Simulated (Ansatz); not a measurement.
Input and command of a calculation in Ansatz (plane waves; scalar-relativistic PAW potentials unless the input names others):

```yaml
crystal:
  lattice:
    - [6.6367666745, -1.0e-10, -0.0255845591]
    - [-1.0e-10, 8.1483236109, -3.8e-08]
    - [2.2093781306, 1.3580539317, 0.7469481748]
  atoms:
    - { symbol: Rh, position: [0.0, 0.6666666667, 0.0] }
    - { symbol: Rh, position: [0.0, 0.3333333333, 0.0] }
    - { symbol: Rh, position: [0.0, 0.0, 0.0] }
kpoints:
  mp_grid: { grid: [5, 5, 45] }
hamiltonian:
  xc: pbesol
  hubbard: { sites: [{ species: Rh, l: d, u_eff: 2.0 }], double_counting: fll }
scf:
  occupations: { method: gaussian, width: 0.1 }
output:
  forces: true
  eigenvalues: true
  stress: true
accuracy: medium
```

```bash
ansatz run input.yaml --threads 8 --pin off --max-ram 20480MiB --backend cpu --events-out ev --progress --plain --runs-dir out
```

Abridged log:
```
Rh: projections on atomic orbitals take those of the free atom [Ar 3d10] 4s2 4p6 4d8 5s1, of charge +0.00 (hamiltonian.pseudopotentials.projection_atoms); the dataset's partial waves leave at most 8.9e-6 of an orbital's norm unspanned inside its sphere
Pseudopotentials: kind: paw
Pseudopotential: Rh, paw, valence charge 17, recommended cutoff 420 eV (normal)
Functional definition: PBEsol
Crystal: 3 atoms, lattice volume = 40.854 Å³
Basis set: ecut = 420 eV, 805 PW (Γ), FFT grids on a1−2a3, 2a1+a2−6a3, a3, exchange–correlation on 54×108×40 points (8 copies of the dense FFT grid, shifted against one another)
Bands: 31, of which v1, the nominal top of the filled ones, is band 26 counted from 1 (25 counted from 0)
Symmetry: 6 space group operations
Space group: C2/m (ITA 12), of the structure as read, at distance tolerance 3.4e-5 Å
k-points: 563 of 1125
Initial density: superposition of atomic densities (chi_scale 0.1, normalization cell)
Initial wavefunctions: pseudopotential atomic-orbital guess
Functional: x = pbesol(κ = 0.804, μ = 0.12345679), c = pbesol(β = 0.046)
SCF iter   1: F=—  HF=-19013.199340 eV  |F-HF|=—  |Δ(HF+E_count)|=         —  Δρ=1.17e-1  dr2=5.04e0  ethr=3.10e-3  ⟨swp⟩=4.8  Hψ=58416  notcnv=0
SCF iter   2: F=—  HF=-19011.892290 eV  |F-HF|=—  |Δ(HF+E_count)|=    1.31e0  Δρ=4.74e-2  dr2=7.25e-1  ethr=3.10e-3  ⟨swp⟩=2.0  Hψ=32208  notcnv=0  defer=281
SCF iter   3: F=—  HF=-19011.717258 eV  |F-HF|=—  |Δ(HF+E_count)|=   1.75e-1  Δρ=1.44e-2  dr2=2.55e-2  ethr=1.42e-3  ⟨swp⟩=2.0  Hψ=27351  notcnv=0  defer=281
SCF iter   4: F=—  HF=-19011.727409 eV  |F-HF|=—  |Δ(HF+E_count)|=   1.02e-2  Δρ=1.59e-3  dr2=8.40e-4  ethr=5.00e-5  ⟨swp⟩=2.6  Hψ=29789  notcnv=0  defer=240
SCF iter   5: F=—  HF=-19011.727246 eV  |F-HF|=—  |Δ(HF+E_count)|=   1.64e-4  Δρ=3.19e-4  dr2=2.94e-5  ethr=1.65e-6  ⟨swp⟩=2.3  Hψ=29484  notcnv=0  defer=240
SCF iter   6: F=—  HF=-19011.727241 eV  |F-HF|=—  |Δ(HF+E_count)|=   4.76e-6  Δρ=7.19e-5  dr2=1.21e-6  ethr=5.76e-8  ⟨swp⟩=1.0  Hψ=17263  notcnv=0  defer=240
SCF iter   7: F=—  HF=-19011.727241 eV  |F-HF|=—  |Δ(HF+E_count)|=   1.57e-9  Δρ=2.35e-5  dr2=1.26e-7  ethr=1.96e-10  ⟨swp⟩=6.7  Hψ=74394  notcnv=0
SCF iter   8: F=-19011.727241 eV  HF=-19011.727241 eV  |F-HF|=1.82e-10  |Δ(HF+E_count)|=   2.18e-8  Δρ=4.38e-6  dr2=2.34e-9  ethr=1.96e-10  ⟨swp⟩=4.0  Hψ=54910  notcnv=0
SCF 1 converged in 8 iterations: F = -19011.727241 eV  dr2 = 2.34e-9
SCF converged after 8 iterations
Free energy (F): -19011.727241 eV
Harris-Foulkes:  -19011.727241 eV  (|F-HF|=1.82e-10)
Internal energy: -19011.708741 eV  (E = F + TS)
E sigma→0 (E₀):  -19011.717991 eV
Entropy (-TS):   -0.018500 eV (-6.167 meV/atom)
Fermi energy:    22.025247 eV
--- Forces (eV/Å), atoms counted from 1 ---
  atom   1  Rh     0.00000000     0.00000000     0.00000000
  atom   2  Rh     0.00000000     0.00000000     0.00000000
  atom   3  Rh     0.00000000     0.00000000     0.00000000
--- Stress (GPa, compression-positive) ---
       -6.794490       0.000003      -0.060595
        0.000003      -6.502113       0.000005
       -0.060597       0.000005       5.298998
  P = ⅓ Tr σ = -2.6659 GPa (-26.659 kbar)
Occupation matrices written to <dir>
```

Apart from outputs, empty bands and the relaxation, which only the reference makes, the input differs from a reference run on usual settings in accuracy: not typed → "medium"; hamiltonian.hubbard: not typed → {"sites": [{"species": "Rh", "l": "d", "u_eff": 2.0}], "double_counting": "fll"}; hamiltonian.xc: "lda" → "pbesol"; basis.ecutwfc: 420 → not typed. The reference, at the same geometry, ended its own course with pressure -8.32 GPa, largest force 0.000 eV/Å, no gap on the mesh. This run converged in 8 SCF iterations with a total energy on another zero, pressure -2.67 GPa, largest force 0.000 eV/Å, no gap on the mesh.

The run took 15 s on 8 threads of AMD EPYC 7R43 64-Core Processor (Zen 3), on a shared host, peak memory 1.2 GiB.